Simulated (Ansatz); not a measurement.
Results of LDA in Ansatz (PAW) for diamond.

Numerical settings: plane-wave cutoff 520 eV, 16×16×16 k mesh, perturbation theory, scalar-relativistic PAW data made under PBE.

Cell (relaxed at this level):

Space group Fd-3m, origin choice 1 (No. 227); a = b = c = 3.5319 Å, α = β = γ = 90.00°

```
atom  site  symmetry       x       y       z
----  ----  --------  ------  ------  ------
C       8a      -43m  0.0000  0.0000  0.0000
```
(The calculation used a cell of 2 atoms; values per cell refer to that cell.)

Q: Give the computed high-frequency dielectric constant and zone-centre TO phonon frequency.

A: 
- high-frequency dielectric constant = 5.77
- zone-centre TO phonon frequency = 1323 cm⁻¹

Measured, for comparison: high-frequency dielectric constant 5.7 (300 K, no zero-point or thermal correction, our sources range from 5.50 to 5.70; as tabulated in Skelton et al. (2020), arXiv:2005.00277); zone-centre TO phonon frequency 1333 cm⁻¹ (low temperature, zero-point motion not removed; as tabulated in Kunc et al. (2003), arXiv:cond-mat/0304692). Computed (rounded) less measured: high-frequency dielectric constant +1 % (+1 % to +5 % over the range), zone-centre TO phonon frequency -0.8 %.

It cost roughly 120 core-seconds of CPU time.

Ansatz is a first-principles code.
